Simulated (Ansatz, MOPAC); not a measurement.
Molecule: C₅H₄N, net charge 0, doublet state. SMILES: [c]1cccnc1

Atoms: N1, C2, C3, C4, C5, C6, H7, H8, H9, H10. Bonds: N1-C3, N1-C4, C2-C5, C2-C6, C2-H7, C3-C6, C3-H8, C4-C5, C4-H9, C6-H10.

Bond lengths (Å) and angles (degrees) optimised at PM6 with MOPAC; PM7 with MOPAC; B3LYP/LANL2DZ with Ansatz (a first-principles code), each started from the B3LYP-D3(BJ)/def2-TZVP structure (Ansatz) of the last column. A row stands for all coordinates that are equal there; 13 of 22 kinds are shown. No wavenumbers were computed at B3LYP/LANL2DZ, so these may be saddle points.

```
coordinate             PM6             PM7  B3LYP/LANL2DZ  B3LYP-D3(BJ)/def2-TZVP
----------  --------------  --------------  -------------  ----------------------
N1-C3                1.361           1.348          1.357                   1.331
N1-C4                1.371           1.357          1.367                   1.342
C2-C5                1.366           1.361          1.394                   1.369
C2-C6                1.407           1.402          1.416                   1.396
C2-H7       1.085 to 1.091  1.085 to 1.091          1.086                   1.083
C3-C6                1.413           1.407          1.410                   1.391
C3-H8                1.097           1.097          1.087                   1.085
C4-C5                1.371           1.368          1.397                   1.374
C3-N1-C4             118.3           118.7          118.8                   118.6
N1-C3-C6             124.0           123.9          123.6                   123.9
N1-C4-C5             116.4           116.6          119.3                   119.4
C5-C2-C6             113.3           113.4          116.3                   116.0
C2-C5-C4             129.3           128.8          123.6                   123.9
```

A range marks coordinates that this level makes unequal.

Mean signed difference of all 10 bond lengths from B3LYP-D3(BJ)/def2-TZVP: PM6 0.011 Å, PM7 0.006 Å, B3LYP/LANL2DZ 0.015 Å.
